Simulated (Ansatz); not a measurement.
We consider rock-salt BaTe, described by PBE0 (PAW; Ansatz, an electronic-structure program).

Settings: plane-wave cutoff 460 eV, 6×6×6 k mesh, Fermi–Dirac smearing 0.01 eV, scalar-relativistic PAW data made under PBE.

The cell is scaled about its equilibrium volume:

```csv
V (Å³/atom),P (GPa),direct gap at Γ (eV),smallest gap on the k mesh (eV)
41.522,1.72,4.490,2.860
42.615,0.79,4.432,2.919
43.193,0.35,4.373,2.949
43.708,-0.02,4.321,2.974
44.800,-0.73,4.215,3.023
45.893,-1.35,4.114,3.068
```

The fundamental gap (2.97 eV at the equilibrium volume, on the SCF mesh) lies elsewhere than Γ–Γ.

Spin–orbit coupling is not included; with these elements it can move the gap by several tenths of an eV or more.
